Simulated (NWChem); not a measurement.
System: AlF₃; SMILES [Al]([F])([F])[F]

```xyz
4

Al     0.0000     0.0000     0.0000
F     -0.4681    -1.5906     0.0000
F     -1.1434     1.2007     0.0000
F      1.6116     0.3899     0.0000
```
Atoms are numbered in this order, from 1.

Computed with NWChem. Coordinates come from a PBE-D3(BJ)/def2-SVP optimisation. Vertical excitations in the gas phase.

Q: Predict the results for PBE/def2-SVPD, TDA. Quantities: lowest excitation, singlet (eV); oscillator strength of that lowest state; lowest state with f > 0.02, singlet (eV); oscillator strength of that bright state; orbital gap (eV).

A: 
```yaml
lowest excitation, singlet (eV): 7.15
oscillator_strength_of_that_lowest_state: 0.000
lowest state with f > 0.02, singlet (eV): 7.86
oscillator_strength_of_that_bright_state: 0.050
orbital gap (eV): 7.06
```
